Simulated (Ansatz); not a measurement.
Scan of CH2, triplet: symmetric bend, bond length relaxed. Scanned: H-C-H angle. Other coordinates (C-H bond length) were minimised at PBE0/def2-TZVP.

- UKS-PBE/aug-cc-pVDZ = unrestricted PBE/aug-cc-pVDZ in Ansatz (a first-principles code)
- UKS-CAM-B3LYP/aug-cc-pVDZ = Ansatz with unrestricted CAM-B3LYP/aug-cc-pVDZ
- FCI/aug-cc-pVDZ = full CI/aug-cc-pVDZ, frozen core (Ansatz)

Energies relative to the lowest point of each profile, in kJ/mol; the last columns give the error against full CI:

```tsv
a / °	UKS-PBE/aug-cc-pVDZ	UKS-CAM-B3LYP/aug-cc-pVDZ	FCI/aug-cc-pVDZ	UKS-PBE/aug-cc-pVDZ − FCI/aug-cc-pVDZ	UKS-CAM-B3LYP/aug-cc-pVDZ − FCI/aug-cc-pVDZ
173.05	15.8	17.4	25.0	-9.1	-7.5
163.72	11.9	13.1	19.4	-7.5	-6.3
155.08	6.8	7.5	12.1	-5.3	-4.6
146.04	1.9	2.1	4.8	-2.9	-2.7
140.52	0.0	0.0	1.6	-1.6	-1.6
130.99	0.2	0.1	0.0	0.2	0.1
125.06	3.2	3.3	2.3	1.0	1.0
117.68	10.9	11.4	9.4	1.5	2.0
108.85	26.5	27.9	25.0	1.5	2.9
98.73	54.5	57.4	53.7	0.7	3.6
91.27	82.9	87.3	83.1	-0.3	4.2
83.91	118.1	124.4	119.6	-1.4	4.8
77.57	154.7	162.8	157.3	-2.6	5.5
68.29	219.5	230.7	224.3	-4.7	6.4
```

UKS-PBE/aug-cc-pVDZ is furthest from FCI/aug-cc-pVDZ at 173.05 (-9.1 kJ/mol, below); its mean absolute error over the points is 2.9 kJ/mol.

UKS-CAM-B3LYP/aug-cc-pVDZ is furthest from FCI/aug-cc-pVDZ at 173.05 (-7.5 kJ/mol, below); its mean absolute error over the points is 3.8 kJ/mol.

The scan ran from 180.0 to 60.0; beyond the range shown the relaxed coordinates jump or full CI changes its symmetry label.
